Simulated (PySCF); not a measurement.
Isomers of C5H6S, mass 98.019 u with the commonest isotopes. Method: PBE0-D3(BJ)/def2-SVP geometry optimisation, gas phase in PySCF. One conformer each, none proved a minimum here; rigid rotors.

Problem. Order these by rotational constant C, smallest first.
A. `[CH:1]#[C:2]/[CH:3]=[CH:4]\[S:5][CH3:6]` with C3–C4–S5–C6 0°
B. `[CH:1]#[C:2][C:3](=[CH2:4])[S:5][CH3:6]` with C2–C3–S5–C6 1°
C. `CC1=CSC=C1`
D. `Cc1cccs1`
E. `[C@@H]1(C#CC)SC1`

Solution. E (1203 MHz), A (1461 MHz), B (1602 MHz), C (1837 MHz), D (1986 MHz).

Problem. Order these by rotational constant A, smallest first.
A. `Cc1ccsc1`
B. `[CH:1]#[C:2]/[CH:3]=[CH:4]\[S:5][CH3:6]` with C3–C4–S5–C6 0°
C. `[CH:1]#[C:2][C:3](=[CH2:4])[S:5][CH3:6]` with C2–C3–S5–C6 1°
D. `CC#C[C@H]1CS1`
E. `CC1=CC=CS1`

Solution. C (3750 MHz), B (5174 MHz), E (5286 MHz), A (6975 MHz), D (9388 MHz).

Problem. Order these by rotational constant B, largest first.
A. `[CH:1]#[C:2][C:3](=[CH2:4])[S:5][CH3:6]` with C2–C3–S5–C6 1°
B. `Cc1cccs1`
C. `Cc1cscc1`
D. `CC#C[C@H]1CS1`
E. `[CH:1]#[C:2]/[CH:3]=[CH:4]\[S:5][CH3:6]` with C3–C4–S5–C6 0°

Solution. B (3118 MHz), A (2746 MHz), C (2456 MHz), E (2010 MHz), D (1277 MHz).

```json
{"SMILES": "Cc1ccsc1", "point group": "Cs", "Ia (u·Å²)": "72.46", "Ib (u·Å²)": "205.80", "Ic (u·Å²)": "275.09", "κ": "-0.76", "μa (D)": "0.83", "μb (D)": "0.25", "μc (D)": "0.00"}
{"SMILES": "CC#C[C@H]1CS1", "point group": "C1", "Ia (u·Å²)": "53.84", "Ib (u·Å²)": "395.87", "Ic (u·Å²)": "419.96", "κ": "-0.98", "μa (D)": "1.45", "μb (D)": "1.40", "μc (D)": "0.09"}
{"SMILES": "C#C/C=C\\SC", "point group": "Cs", "Ia (u·Å²)": "97.68", "Ib (u·Å²)": "251.46", "Ic (u·Å²)": "345.89", "κ": "-0.70", "μa (D)": "0.06", "μb (D)": "0.79", "μc (D)": "0.01"}
{"SMILES": "Cc1cccs1", "point group": "near Cs", "Ia (u·Å²)": "95.61", "Ib (u·Å²)": "162.07", "Ic (u·Å²)": "254.50", "κ": "-0.31", "μa (D)": "0.45", "μb (D)": "0.46", "μc (D)": "0.02"}
{"SMILES": "C#CC(=C)SC", "point group": "Cs", "Ia (u·Å²)": "134.75", "Ib (u·Å²)": "184.07", "Ic (u·Å²)": "315.55", "κ": "0.06", "μa (D)": "0.40", "μb (D)": "1.42", "μc (D)": "0.02"}
```
